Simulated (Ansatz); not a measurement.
We consider bcc K, described by rVV10 (Ansatz, an electronic-structure program, PAW).

Output (set-up and result lines):

```
Crystal: 1 atoms, lattice volume = 63.801 Å³
Basis set: ecut = 520 eV, 1721 PW (Γ), exchange–correlation on 72×72×72 points (8 copies of the dense FFT grid, shifted against one another)
Bands: 9, of which v1, the nominal top of the filled ones, is band 5 counted from 1 (4 counted from 0)
Symmetry: 48 space group operations
Space group: Im-3m (ITA 229), of the structure as read, at distance tolerance 4.0e-5 Å
k-points: 145 of 4096
Functional: x = rpw86, c = pbe(β = 0.06672455060314922) + rvv10(b = 6.3, C = 0.0093)
SCF iter   1: F=—  HF=-1553.689978 eV  |F-HF|=—  |Δ(HF+E_count)|=         —  Δρ=1.52e-3  dr2=5.13e-4
SCF iter   2: F=—  HF=-1553.689990 eV  |F-HF|=—  |Δ(HF+E_count)|=   1.22e-5  Δρ=9.48e-4  dr2=1.74e-4
  ...
SCF iter   7: F=—  HF=-1553.690206 eV  |F-HF|=—  |Δ(HF+E_count)|=   6.37e-8  Δρ=3.92e-6  dr2=9.42e-9
SCF iter   8: F=-1553.690206 eV  HF=-1553.690206 eV  |F-HF|=1.27e-11  |Δ(HF+E_count)|=   4.65e-9  Δρ=2.65e-7  dr2=5.49e-11
SCF 1 converged in 8 iterations: F = -1553.690206 eV  dr2 = 5.49e-11
SCF converged after 8 iterations
Free energy (F): -1553.690206 eV
Internal energy: -1553.684249 eV  (E = F + TS)
E sigma→0 (E₀):  -1553.687228 eV
Fermi energy:    2.279520 eV
--- Stress (GPa, compression-positive) ---
        0.286695      -0.000000       0.000000
        0.000000       0.286695       0.000000
       -0.000000       0.000000       0.286695
  P = ⅓ Tr σ = 0.2867 GPa (2.867 kbar)
```

Task: Write an input file that could have produced this run (the log leaves some choices open).

Result: This is not unique; one that fits is 
Ansatz 0.2 input:
```yaml
crystal:
  lattice:
    - [-2.5172323815, 2.5172323815, 2.5172323815]
    - [2.5172323815, -2.5172323815, 2.5172323815]
    - [2.5172323815, 2.5172323815, -2.5172323815]
  atoms:
    - { symbol: K, position: [0.0, 0.0, 0.0] }
basis:
  ecutwfc: 520
  ecutrho_ratio: 4
  xc_grid: 2
kpoints:
  mp_grid: { grid: [16, 16, 16] }
hamiltonian:
  xc: { exchange: rpw86, correlation: pbe }
  dispersion: rvv10
  pseudopotentials: { kind: paw }
scf:
  occupations: { method: fermi_dirac, width: 0.05 }
  convergence: { dr2_threshold: 0.0000000001 }
output:
  forces: false
  stress: true
  eigenvalues: true
```

The cell is one volume of an energy–volume scan, off the minimum.

The PAW data were made under PBE.
